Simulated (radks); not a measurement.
# F²⁺ in [He] 2s2 2p3: an all-electron calculation

Aim: the levels, the sizes of the orbitals and the parts of the energy of the fluorine ion F2+.

Program: radks (a radial shooting solver on a logarithmic mesh, Libxc functionals) version 1. Level of theory: Dirac Kohn-Sham, PBEsol, spin-unpolarised, spherical densities, finite nucleus; open shells fill j = l - 1/2 first. These are calculated values, not measurements, unless marked.

## Step 1: The system

* element: fluorine (Z = 9)
* charge: +2
* electrons: 7
* configuration: [He] 2s2 2p3
* nuclear rms radius: 2.8976 fm

## Step 2: The calculation

Settings of this run:

```text
Z 9
configuration [He] 2s2 2p3
relativity Dirac
functional pbe_sol,pbe_sol
spin unpolarised
j_filling energy
nucleus finite rms 2.8976 fm
c 137.035999084
```

Launch:

```sh
> python run_ks.py task.json out
```

The same process makes all the runs of this session.

**Question.** What will this run give?

As calculated:

| quantity | value |
| --- | --- |
| total energy | -97.33456 hartree |
| exchange-correlation share of it | 9.02 % |
| −T/E | 0.9997 |
| highest occupied level | 2p3/2, -48.833 eV |
| most extended occupied level | 2s1/2, <r> = 0.919 bohr |
| radius at density 0.001 e/bohr³ | 2.47 bohr |
| maxima of the radial density | 2 |
| ionisation energy, NIST | 62.708 (semi-emp.) eV |

**Reading.** The radial density shows 2 maxima for 2 occupied principal shells. The top level binds by 48.833 eV, 78 % of the NIST ionisation energy of 62.708 eV; the potential of a semilocal functional falls off too fast, so its top eigenvalue is too shallow. Spin polarisation and multiplet splitting are left out.
